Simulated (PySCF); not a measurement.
Vertical excitation energies

FHO.
Geometry (GFN2-xTB, Å), atoms numbered from 1 in this order:
```
atom  x, y, z in Å
O1    -0.1922    0.4637   -0.0022
F2     1.0275   -0.1925   -0.0116
H3    -0.8238   -0.2737    0.0012
```

Method: TDDFT wB97X-D/def2-SVPD, vertical, gas phase, core orbitals frozen in the response in PySCF 2.14.0, density-fitted response routines.

Q: What does the calculation give for the low-lying excited states?

A: 

```json
{"state": "S1", "E (eV)": "5.46", "λ (nm)": "227.0", "ν̃ (cm⁻¹)": "44060", "f": "0.0002", "|μ| (D)": "0.11", "symmetry": "–", "main configurations (H = HOMO, L = LUMO)": "H→L (94%)"}
{"state": "S2", "E (eV)": "7.41", "λ (nm)": "167.4", "ν̃ (cm⁻¹)": "59750", "f": "0.0066", "|μ| (D)": "0.48", "symmetry": "A′", "main configurations (H = HOMO, L = LUMO)": "H-1→L (94%)"}
{"state": "S3", "E (eV)": "8.15", "λ (nm)": "152.0", "ν̃ (cm⁻¹)": "65770", "f": "0.012", "|μ| (D)": "0.62", "symmetry": "A″", "main configurations (H = HOMO, L = LUMO)": "H→L+1 (94%)"}
{"state": "S4", "E (eV)": "10.08", "λ (nm)": "122.9", "ν̃ (cm⁻¹)": "81340", "f": "0.0002", "|μ| (D)": "0.07", "symmetry": "–", "main configurations (H = HOMO, L = LUMO)": "H-2→L (94%)"}
{"state": "S5", "E (eV)": "10.23", "λ (nm)": "121.2", "ν̃ (cm⁻¹)": "82530", "f": "0.023", "|μ| (D)": "0.77", "symmetry": "A′", "main configurations (H = HOMO, L = LUMO)": "H-1→L+1 (94%)"}
{"state": "S6", "E (eV)": "10.69", "λ (nm)": "115.9", "ν̃ (cm⁻¹)": "86240", "f": "0.0060", "|μ| (D)": "0.38", "symmetry": "A″", "main configurations (H = HOMO, L = LUMO)": "H→L+2 (93%)"}
{"state": "S7", "E (eV)": "11.19", "λ (nm)": "110.8", "ν̃ (cm⁻¹)": "90250", "f": "0.102", "|μ| (D)": "1.55", "symmetry": "A′", "main configurations (H = HOMO, L = LUMO)": "H-3→L (57%), H→L+4 (31%)"}
{"state": "S8", "E (eV)": "11.19", "λ (nm)": "110.8", "ν̃ (cm⁻¹)": "90270", "f": "0.014", "|μ| (D)": "0.58", "symmetry": "A″", "main configurations (H = HOMO, L = LUMO)": "H→L+3 (96%)"}
```

Triplets, Tamm–Dancoff:

```
state  E (eV)  λ (nm)  main configurations (H = HOMO, L = LUMO)
   T1    4.15   298.4                                 H→L (92%)
   T2    6.06   204.6                               H-1→L (92%)
   T3    7.85   157.9                               H→L+1 (91%)
```

The lowest singlet lies at 5.46 eV (227 nm, ultraviolet) and is dark (f under 0.0005); its leading configuration is HOMO→LUMO (94%). The strongest level in the table is S7 at 11.19 eV (111 nm, f = 0.102). S7/S8 lie within about 0.01 eV of each other. Löwdin shares by element: HOMO oxygen 64%, fluorine 33%; LUMO oxygen 52%, fluorine 40%, hydrogen 9%. Orbital energies (eV): HOMO-3 -16.50, HOMO-2 -15.99, HOMO-1 -13.14, HOMO -11.33, LUMO 0.95, LUMO+1 2.23, LUMO+2 4.25. Weighted by f, the mean energy of these states is 10.66 eV. The oscillator strengths of these states sum to 0.165; summed over the whole spectrum of an exact calculation they would give the number of electrons, 18 (Thomas–Reiche–Kuhn). No computed singlet lies in the visible range (380 to 750 nm); the lowest, at 227 nm, stands 2.20 eV above its violet end (3.26 eV). Symmetry labels in Cs follow from the direction of the transition dipole and are given only for states with f of 0.002 or more. Only the lowest 8 singlets were computed, as vertical energies without vibronic structure.
